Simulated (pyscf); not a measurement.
Thermochemistry of product channels of Cl–SiH•–Cl + hydrogen chloride (HCl) on the doublet surface, in eV, from ωB97M-D3(BJ)/def2-TZVP energies (ideal gas, 1 atm, RRHO with modes under 100 cm⁻¹ raised to 100, one conformer, R ln 2 for rigid chiral ones). Structures and frequencies: ωB97X-D3(BJ)/def2-SVP in PySCF.

```csv
products,ΔE,ΔH(298 K),ΔG(600 K),ΔG(900 K)
chlorine (Cl–Cl) + :HSi–Cl [singlet] + H atom (H•),[?],+5.22,+4.55,[?]
dichlorosilylene (Cl–Si:–Cl) [singlet] + hydrogen (H₂) + Cl atom (Cl•),+2.02,+1.94,+1.38,+1.08
chlorine (Cl–Cl) + •H₂Si–Cl,+2.78,+2.76,+2.75,+2.75
```

What belongs in the gaps?


- chlorine (Cl–Cl) + :HSi–Cl [singlet] + H atom (H•), ΔE: +5.43
- chlorine (Cl–Cl) + :HSi–Cl [singlet] + H atom (H•), ΔG(900 K): +4.20

These are energies of the channels, which say nothing of barriers. Left out: orbital degeneracy and the spin-orbit lowering of Cl.
